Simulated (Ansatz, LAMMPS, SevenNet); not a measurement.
## How well does each level of theory give the bulk modulus B0 of hcp Sc?

Reference value: 55.6 GPa (measured, zero-point energy and finite temperature contributions removed, our sources range from 44.5 to 55.6; as tabulated in doi:10.1021/acs.jctc.3c00612).

Problem. What do Lennard-Jones uff-vdw, SevenNet-0, LDA, PBE, PBEsol, revPBE, RPBE, PBE-D3(BJ), PBE-D4, PBEsol-D3(BJ), r²SCAN, r²SCAN-D4 give, and how far is each from the reference?

Solution. 
| level (code) | value (GPa) | cell (Å³/atom) | error (%) |
|---|---|---|---|
| Lennard-Jones uff-vdw (LAMMPS) | 0.39 | 23.22 | -99 |
| SevenNet-0 | 52.4 | 24.64 | -5.8 |
| LDA (Ansatz) | 61.6 | 22.53 | +10.8 |
| PBE (Ansatz) | 54.2 | 24.65 | -2.5 |
| PBEsol (Ansatz) | 57.2 | 23.65 | +2.9 |
| revPBE (Ansatz) | 51.4 | 25.36 | -7.6 |
| RPBE (Ansatz) | 50.5 | 25.61 | -9.2 |
| PBE-D3(BJ) (Ansatz) | 57.5 | 23.47 | +3.4 |
| PBE-D4 (Ansatz) | 56.4 | 23.89 | +1.4 |
| PBEsol-D3(BJ) (Ansatz) | 61.4 | 22.46 | +10.4 |
| r²SCAN (Ansatz) | 54.9 | 24.93 | -1.3 |
| r²SCAN-D4 (Ansatz) | 55.7 | 24.68 | +0.2 |

Leaving aside Lennard-Jones uff-vdw (doubt noted below): The levels aren't ranked against this reference (sources at odds).

The crystal itself was run without spin with LDA, PBE, PBEsol, revPBE, RPBE, PBE-D3(BJ), PBE-D4, PBEsol-D3(BJ), r²SCAN, r²SCAN-D4; a magnetic state was not tried in these runs. Lennard-Jones uff-vdw: this is a force field's van der Waals term alone, without bonds or charges. Each level is taken at its own relaxed cell. Cutoffs differ between the levels. Ansatz's density-functional and Hartree–Fock values are scalar-relativistic unless marked +SOC, with PAW data made under PBE.

Machine-learned potentials (SevenNet-0) are trained on DFT data: a solid inside that data is no test of them.

Differences are worked out from the printed values.

Ansatz is a first-principles code.
